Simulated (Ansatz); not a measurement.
`CNCNC` + H₂ → `CNC` + CH₃NH₂  (hydrogenolysis of a C–N bond)

Calculated with Ansatz (gas phase, PBE0-D4/def2-TZVP geometries, no zero-point term in ΔE). CBS: MP2 limit from def2 TZ/QZ plus the TZ coupled-cluster correction, frozen cores. This one scheme is used for every species. One conformer a species, not always the lowest.

| species | SCS-MP2/def2-TZVPP energy (Eh) |
| --- | --- |
| `CNCNC` | -229.34691 |
| H₂ | -1.17094 |
| `CNC` | -134.87820 |
| CH₃NH₂ | -95.66487 |

(1) Work out ΔE.

Largest T1 diagnostic among the species: 0.009.

## Answers

(1) ΔE = (-134.87820) + (-95.66487) − (-229.34691) − (-1.17094) = -0.02522 Eh = -66.2 kJ/mol. CCSD(T)/CBS gives -65.9 kJ/mol.

In def2-TZVPP, CCSD(T) changes the Hartree–Fock value by +21.9 kJ/mol (the triples alone add +5.2 kJ/mol) and MP2 by +24.9 kJ/mol. From PBE to PBE0 (25 % exact exchange), in def2-TZVPP and without D4, ΔE moves by −3.1 kJ/mol. The D4 term adds +11.3 kJ/mol with B3LYP and +6.4 kJ/mol with PBE0; it sums over pairs of atoms, weighted by their polarisabilities, and B3LYP, whose exchange is more repulsive, gets the larger term.

B3LYP here is the variant with VWN-RPA as its local correlation; programs differ in this.
